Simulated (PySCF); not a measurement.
**Cost of excited-state runs on `InChI=1S/B2H4/c1-2/h1-2H2/q-1`, doublet, charge -1**

Atom-mapped SMILES (the numbers label the heavy atoms): `[BH2:1][BH2-:2]`; H(Xn) means a hydrogen on atom n.

PySCF with density fitting, on 1 thread of an Arm Neoverse V1, shared host. Command: `OMP_NUM_THREADS=1 python excited_run.py task.json out`

Q: How long does each of these runs take, and how much memory?
- open-shell absorption, OLYP/ANO-RCC-VDZP; 2 states; Tamm-Dancoff
- open-shell absorption, CAM-B3LYP/def2-SVPD; 10 states; full response; IEF-PCM tetrahydrofuran
- open-shell absorption, CAM-B3LYP/def2-SVPD; 10 states; full response

A: 
| run | level | basis functions | wall time | peak memory (GiB) |
| --- | --- | --- | --- | --- |
| open-shell absorption | OLYP/ANO-RCC-VDZP | 48 | 3.7 s | 0.32 |
| open-shell absorption | CAM-B3LYP/def2-SVPD | 72 | 4 s | 0.31 |
| open-shell absorption | CAM-B3LYP/def2-SVPD | 72 | 4.8 s | 0.32 |

Times from a shared host are rough.
